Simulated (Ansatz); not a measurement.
The same path of BH$_{4}$SSi (7 atoms, charge 0, multiplicity 2) was run twice with different band settings. The coordinate that changes most is the dihedral Si1–B2–S3–H7.

Method: UKS PBE0-D4/def2-SVP (Ansatz).

Relaxed end points:

```xyz
7
Properties=species:S:1:pos:R:3
Si -1.178 0.431 -0.650
B 0.266 -0.203 0.482
S 1.929 -0.321 -0.162
H -2.581 0.549 -0.168
H -1.016 0.848 -2.071
H 0.034 -0.517 1.623
H 2.545 -0.786 0.947
```

```xyz
7
Properties=species:S:1:pos:R:3
Si -1.028 0.349 -0.480
B 0.234 -0.309 0.835
S 1.976 -0.551 0.539
H -2.480 0.547 -0.220
H -0.630 0.713 -1.871
H -0.126 -0.593 1.951
H 2.054 -0.155 -0.754
```

Common settings: movable images 7; climbing image yes; optimiser quadratic models (default); start path IDPP; force threshold 0.05 eV/Å; end points relaxed.

| run | spring | iteration limit |
| --- | --- | --- |
| 1 | 5.0 eV/Å² | 53 |
| 2 | 50.0 eV/Å² | 60 |

Q: What does each run give, and how far can it be trusted?

A: Run 1: converged after 5 iterations, highest image 0.699 eV above the first end. A vibrational analysis at the climbing image gives one clearly imaginary mode, 613i cm⁻¹: a first-order saddle point.
Run 2: converged after 5 iterations, highest image 0.699 eV above the first end. Another band between the same ends (7 images) ends at a top of the same energy, where a vibrational analysis finds 1 clearly imaginary mode.
